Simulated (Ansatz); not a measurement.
This geometry of C₂H₄FNO (9 atoms, charge 0, multiplicity 1) is a first-order saddle point.

Method: RKS PBE/def2-SVP (Ansatz 0.2.0).

```xyz
9
Properties=species:S:1:pos:R:3
C 1.079 0.392 0.705
N 0.104 -0.549 0.189
C -0.816 -0.160 -0.582
O -1.763 -0.943 -1.114
F -1.009 1.103 -1.006
H 1.646 0.904 -0.104
H 1.809 -0.142 1.343
H 0.610 1.189 1.325
H -1.572 -1.841 -0.774
```

Q: Which two structures does it join? (They come from a converged band through this point; their orientation in space is the band's.)

A: No bond is made or broken.

First end point:

```xyz
9
Properties=species:S:1:pos:R:3
C 1.124 0.399 0.628
N 0.214 -0.533 0.002
C -0.892 -0.152 -0.474
O -1.790 -0.946 -1.072
F -1.369 1.108 -0.468
H 2.017 0.550 -0.016
H 1.497 -0.029 1.582
H 0.685 1.399 0.841
H -1.396 -1.842 -1.039
```

Last end point:

```xyz
9
Properties=species:S:1:pos:R:3
C 1.032 0.430 0.753
N -0.029 -0.457 0.331
C -0.748 -0.194 -0.673
O -1.748 -0.962 -1.128
F -0.648 0.891 -1.463
H 1.150 1.339 0.124
H 1.998 -0.118 0.758
H 0.855 0.754 1.801
H -1.774 -1.730 -0.520
```

Q: How far does it lie above each of them?

A: 2.9 kJ/mol above the first and 3.2 kJ/mol above the second. This is the barrier of this one path; another mechanism may lie lower.

Run time: 55 s on 2 threads of Intel(R) Xeon(R) Platinum 8488C (Sapphire Rapids) (shared host), peak memory 0.14 GiB.
